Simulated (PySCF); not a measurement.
Species: CH4OSi.
Geometry (PBE0-D3(BJ)/def2-SVP, Å), atoms numbered from 1 in this order:
```
atom  x, y, z in Å
O1     1.6909   -1.1193    0.0198
C2     1.1388   -0.0496   -0.0339
Si3   -0.7959    0.0470   -0.0174
H4     1.7467    0.8972   -0.0888
H5    -1.3084   -0.7772   -1.1496
H6    -1.2594    1.4608   -0.1534
H7    -1.2685   -0.5238    1.2775
```

The calculation used PySCF, TDDFT B3LYP/def2-SVPD, vertical, gas phase, core orbitals frozen in the response.

Frontier orbitals with the atoms that hold most of them (Löwdin shares over 4%, at most four atoms; ? is withheld):

```
orbital  ε (eV)                            atoms
 LUMO+2    0.40  Si3 52%, H5 14%, H7 14%, H6 10%
 LUMO+1    0.01   Si3 39%, C2 18%, H6 12%, H7 9%
   LUMO   -2.15                                ?
   HOMO   -7.06  O1 52%, C2 21%, Si3 12%, H4 10%
 HOMO-1   -9.85                                ?
 HOMO-2   -9.95   Si3 42%, H6 32%, H5 12%, H7 9%
 HOMO-3  -11.50           O1 56%, C2 31%, Si3 6%
```

(1) Which atoms hold the HOMO-1, and with what shares?

(2) Give the leading atoms of the LUMO.

(3) How does S1 compare with the orbital gap of 4.91 eV?

(4) Give energy, strength and leading configuration of S1, S2 and S4, and follow the Löwdin shares of the leading atoms from the occupied to the empty orbital.

Results:

(1) Si3 (bonded to C and 3 H) 38%; H7 (bonded to Si) 24%; H5 (bonded to Si) 22%; O1 (bonded to C) 8%. By element: hydrogen 46% or more, silicon 38%, oxygen 8%.

(2) C2 (bonded to O, Si and H) 42%; O1 (bonded to C) 32%; Si3 (bonded to C and 3 H) 14%; H4 (bonded to C) 6%.

(3) S1 is at 3.18 eV (f = 0.0005), 1.73 eV below the gap, made of HOMO→LUMO (99%). Without the coupling terms of the response equations the lowest excitation would equal the gap.

(4) 
- S1 (3.18 eV, f 0.0005), HOMO→LUMO (99%): O1 52% → 32%, C2 21% → 42%
- S2 (6.13 eV, f 0.037), HOMO→LUMO+1 (98%): O1 52% → at most 10%, C2 21% → 18%, Si3 12% → 39%
- S4 (6.78 eV, f 0.0088), HOMO-2→LUMO (99%): Si3 42% → 14%, H6 32% → at most 6%, C2 at most 6% → 42%, O1 at most 6% → 32%

On x86-64 server, one thread (shared host), this took 9.8 s.
